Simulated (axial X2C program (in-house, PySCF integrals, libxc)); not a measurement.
**MgS: a run with one poor setting**

Computed with an axial X2C code built on PySCF integrals. Spin-free means the one-electron spin-free X2C Hamiltonian. Basis: S dyall-v3z [8s7p2d1f], Mg dyall-v3z [9s8p5d3f] (cores contracted in-house); Gaussian nuclei, density fitting, unrestricted open shells. Masses: S 31.972 u, Mg 23.985 u.

One setting of this run was spoiled on purpose, so its numbers are not properties of MgS. Level: PBE50, spin-free; state M_S = 0, Λ = 0 (closed shell).

```json
{"R (Å)": "1.867", "E − E(lowest point) (eV)": "0.7540", "SCF iterations": "12"}
{"R (Å)": "1.953", "E − E(lowest point) (eV)": "0.2910", "SCF iterations": "11"}
{"R (Å)": "2.017", "E − E(lowest point) (eV)": "0.1001", "SCF iterations": "11"}
{"R (Å)": "2.082", "E − E(lowest point) (eV)": "0.0108", "SCF iterations": "11"}
{"R (Å)": "2.146", "E − E(lowest point) (eV)": "0.0000", "SCF iterations": "9"}
{"R (Å)": "2.221", "E − E(lowest point) (eV)": "0.0612", "SCF iterations": "11"}
{"R (Å)": "2.296", "E − E(lowest point) (eV)": "0.1793", "SCF iterations": "11"}
{"R (Å)": "2.393", "E − E(lowest point) (eV)": "0.3842", "SCF iterations": "11"}
{"R (Å)": "2.511", "E − E(lowest point) (eV)": "0.6777", "SCF iterations": "11"}
{"R (Å)": "2.683", "E − E(lowest point) (eV)": "1.1245", "SCF iterations": "11"}
```

Fit: Re 2.123 Å, ωe 559.3 cm⁻¹, residual 1.3 microhartree, De 1.41 eV.

Output at the reference distance:

```
spin-free X2C-1e  PBE50
basis functions 125  fitting functions 333  grid points 4358
iter        total energy     max residual
   1       -599.497962877     2.62e-02
   2       -599.499834236     2.58e-03
   3       -599.499369858     5.07e-03
   4       -599.500149665     2.79e-04
   5       -599.500152567     7.95e-05
   6       -599.500152788     2.70e-05
   7       -599.500152814     6.76e-06
   8       -599.500152818     2.12e-06
   9       -599.500152818     9.27e-07
converged
one-electron -926.94489973  Coulomb 322.25895833  exact exchange -20.60158587  xc functional -21.55746454  nuclear repulsion 47.34483900
```

Problem. Which setting was spoiled?
A. virtual space cut too low
B. density fitting set too sparse
C. an excited determinant was followed
D. integration grid too coarse
E. too few iterations allowed

Solution. B. Density fitting set too sparse: ratio 4 between fitting exponents against the usual 2.
